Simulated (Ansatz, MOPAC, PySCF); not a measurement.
**Lattice constant a of zinc-blende BAs: levels of theory against measurement**

Reference value: 4.777 Å (measured, room temperature, no zero-point or thermal correction; as tabulated in Lucero et al. (2012), arXiv:1111.4515).

```
level (code)                                value (Å)
---------------------------------------  ------------
AM1 semi-empirical Hartree-Fock (MOPAC)         4.158
LDA (Ansatz)                                        ?
PBE (Ansatz)                                        ?
rVV10 (Ansatz)                                  4.835
r²SCAN+rVV10 (Ansatz)                           4.775
r²SCAN0 (Ansatz)                                4.759
Hartree–Fock (Ansatz)                               ?
MP2 (PySCF)                              4.742 ± 0.02
CCSD (PySCF)                             4.759 ± 0.02
```

Q: Complete the blanks.

A: 
- LDA (Ansatz, a program for electronic structure), value (Å): 4.732
- PBE (Ansatz), value (Å): 4.809
- Hartree–Fock (Ansatz), value (Å): 4.827

Differences against the reference: AM1 semi-empirical Hartree-Fock (MOPAC) -13.0 %, LDA -0.94 %, PBE +0.67 %, rVV10 +1.21 %, r²SCAN+rVV10 -0.04 %, r²SCAN0 -0.38 %, Hartree–Fock +1.05 %, MP2 -0.73 %, CCSD -0.38 %.

The reference is not for a static lattice or low temperature, so close values are not ranked against it. Off by more than 2.50 %, or 3.50 % on the side where a correction would as a rule narrow the miss (bounds picked here): AM1 semi-empirical Hartree-Fock (MOPAC) (-13.0 %).

The reference isn't brought to a static lattice, while the calculations are for one, so the differences are not the levels' errors alone. A static lattice is as a rule a little smaller than the measured one.  A ± on a computed value is a rough bar: the spread of its extrapolation, a floor set from checks against published values, or a statistical error. AM1 semi-empirical Hartree-Fock (MOPAC): the cell moved over 20 % in volume from its start. AM1 semi-empirical Hartree-Fock (MOPAC): the method was fitted mainly to molecules. AM1 semi-empirical Hartree-Fock (MOPAC): the run uses a supercell at the zone centre in place of a k mesh. Cutoffs and k meshes differ between the levels. Ansatz's density-functional and Hartree–Fock values are scalar-relativistic unless marked +SOC, with PAW data made under PBE.

Differences are worked out from the printed values.
